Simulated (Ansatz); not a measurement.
A displaced shape of triplet S₂:

```yaml
atoms:
  - { symbol: S, position_ang: [0.0108, -0.0184, -0.9068] }
  - { symbol: S, position_ang: [-0.0294, -0.0252, 0.9204] }
```

It was optimised with HF/def2-SVP in Ansatz (development build ahead of 0.2.0) to forces under 0.001 eV/Å, with unrestricted orbitals. Each step stands on the lowest determinant of that kind that the program's search found.

Task: What shape does it relax to, and how does the optimisation go?

Result:

```xyz
2

S     0.0114   -0.0183   -0.9308
S    -0.0300   -0.0253    0.9444
```

Bond lengths: S1–S2 1.876 Å.

```csv
step,E − E(start) (eV),largest force (eV/Å)
1,0.0000,2.1467
2,-0.0489,0.2471
3,-0.0497,0.0029
4,-0.0497,0.0000
```

The optimisation ended after 4 steps with its threshold met.
